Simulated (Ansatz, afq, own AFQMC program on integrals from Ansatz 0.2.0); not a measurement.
**BH4⁺, singlet: AFQMC among the cluster methods**

```yaml
atoms:
  - { symbol: B, position_ang: [0.0013, 0.0515, -0.0521] }
  - { symbol: H, position_ang: [-0.0143, 0.9129, 0.7977] }
  - { symbol: H, position_ang: [-0.0390, -1.5562, 1.5767] }
  - { symbol: H, position_ang: [0.0226, 0.9014, -0.9133] }
  - { symbol: H, position_ang: [0.0169, -0.8100, -0.9020] }
```

Basis cc-pVDZ. Noble-gas cores (and the filled d shells of Ga–Kr and In–Xe) are frozen. Integrals, coupled cluster, full CI and functionals: Ansatz 0.2.0; the random walks run on the same integrals in our own AFQMC program. The CISD trial takes its coefficients from CCSD amplitudes. Released means that phaseless walkers are propagated on without the constraint, phases kept. Uncertainties: one standard error, sampling alone.

Determinant: UHF, the one that the program's search chose, which needn't be the lowest solution. The geometry is a point of a scan.

Full CI on the same integrals is exact in this basis and with this determinant's frozen core.

Cautions: strong correlation (T1 0.097, weight of the determinant 0.75, largest double 0.31); unrestricted determinant spin contaminated (⟨S²⟩ 0.85 against 0.00); the released energies have errors that jump between times, so the bars are unsure, so no released level is given (meV from the phaseless value at times in 1/Eh: -6 ± 3 at 0.24, -319 ± 308 at 0.51, -12.0 ± 1.9 at 0.99, -14.6 ± 1.9 at 1.62, -14 ± 4 at 2.40).

- T1 diagnostic: 0.0974
- weight of the determinant in the CISD state: 0.746
- ⟨S²⟩ of the determinant: 0.846
- size of the correlated space: 6 electrons in 33 orbitals

```json
{"level": "MP2", "correlation energy (eV)": "-2.0256"}
{"level": "CCSD", "correlation energy (eV)": "-2.9499"}
{"level": "CCSD(T)", "correlation energy (eV)": "-3.0872"}
```

Estimate where phaseless AFQMC with a CISD trial lies against CCSD(T) on the same integrals.

3.66 ± 0.13 mEh below CCSD(T).

Reference: full CI, correlation energy -3.213 eV. The cautions show a poor starting determinant, so the rows tell how each method copes with it here, and full CI is the sure value.

| level | E − E(reference) (mEh) | share of correlation (%) |
| --- | --- | --- |
| CCSD(T) | 4.61 | 96.09 |
| CCSDT | 0.56 | 99.53 |
| CCSDT(Q) | 0.02 | 99.98 |
| CCSDTQ | 0.02 | 99.99 |
| ph-AFQMC/HF | -1.65 ± 0.50 | 101.40 |
| ph-AFQMC/CISD | 0.95 ± 0.13 | 99.19 |

CCSDT and higher add their correlation energy to the determinant of the CCSD(T) run, since their own runs factorise the integrals more tightly (a shift of under 2 meV). A walk keeps the symmetry of its determinant, which the program's search chose and which needn't be the lowest solution, so a lower state of the same spin and another symmetry isn't excluded.
